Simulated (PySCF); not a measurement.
Gas-phase reaction: 2 PO + 2 O2 + H2 = 2 HPO3

Method: PySCF energies plus ideal-gas RRHO corrections (1 bar). † marks an energy on the PBE0/def2-TZVP geometry and frequencies; other levels use their own. 6-31G* has spherical d functions here. Open shells (unrestricted): PO (multiplicity 2, electronic degeneracy 4), O2 (multiplicity 3); the rest are closed-shell singlets. Spin-orbit splitting is ignored; it lowers the true energy and changes the entropy of PO. B3LYP is the form with VWN-RPA correlation. HPO3: computed as isolated molecules; such fragments, hydroxides, amides, oligomers or adducts are transient or little studied in the gas. The harmonic model lacks anharmonicity and excited electronic states, which grow with temperature; levels with a mode under 35 cm⁻¹ are left out. Internal rotation in HPO3 is treated as a harmonic vibration of one conformer, which makes the entropy rough.

ΔH° and ΔS° at 298 K: B3LYP/def2-TZVP† -1227 kJ, -429 J/K; HF/6-31G* -970 kJ, -433 J/K; M06-2X/def2-TZVP† -1323 kJ, -429 J/K.

With the heat capacities included, give log10 K (1 bar) at 500, 600, 800, 1400, 1800 K from B3LYP/def2-TZVP†, HF/6-31G*, M06-2X/def2-TZVP†.


```csv
T (K),B3LYP/def2-TZVP†,HF/6-31G*,M06-2X/def2-TZVP†
500,105.7,78.6,115.7
600,84.3,61.6,92.6
800,57.5,40.5,63.8
1400,23.3,13.4,26.9
1800,13.2,5.4,16.0
```
